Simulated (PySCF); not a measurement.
## Ionisation energy of P by level of theory

P [Ne] 3s2 3p3 (4S) → P+ [Ne] 3s2 3p2 (3P), as a difference of total energies. Computed with PySCF 2.14 in aug-cc-pCVTZ-DK (8s7p5d3f, 75 functions), with scalar relativity by spin-free X2C-1e. Correlated levels: nothing frozen. The calculations carry no spin-orbit coupling.

```csv
method,ionisation energy (eV),error (eV)
UHF,9.897,-0.629
MP2 (all electrons),10.495,-0.031
SCS-MP2 (all electrons),10.315,-0.211
CCSD (all electrons),10.424,-0.102
CCSD(T) (all electrons),10.467,-0.059
```

Reference: 10.526 eV (measured; NIST levels, between the centres of gravity of the two terms).

Errors of the correlated levels include the incompleteness of this basis.
